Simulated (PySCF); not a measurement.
# C5H6O: the cost of one run

Computed with PySCF 2.14.0 and routines of our own; the level stands in each step. Atoms count from 0.

## Step 1: The starting structure

12 atoms, charge 0, multiplicity 1; geometry from: GFN2-xTB.

## Step 2: Optimising the geometry at B3LYP/cc-pVDZ

What the job is given:

```
{"job": {"xc": "B3LYP", "basis": "cc-pVDZ", "grid": 1, "kind": "geom"}, "charge": 0, "multiplicity": 1}
C     -1.810579     0.745598     1.448022
C     -0.761444    -0.004155     1.114365
C     -0.058943     0.135901    -0.133128
C      1.000535    -0.609368    -0.488627
C      1.684389    -0.437466    -1.759612
O      2.638506    -1.078432    -2.127540
H     -2.191347     1.507601     0.787622
H     -2.322155     0.624627     2.386916
H     -0.394531    -0.764027     1.791337
H     -0.425580     0.896615    -0.812325
H      1.390710    -1.376382     0.166797
H      1.251637     0.358802    -2.399854
```

Launch:

```
$ OMP_NUM_THREADS=1 python excited_run.py task.json out
```

This one command runs all jobs of the session in turn.

**Question.** How long does this first job take on 1 thread of AMD EPYC 9R14, shared host, and how much memory does it need?

About 16 s, with a peak of 0.51 GiB.
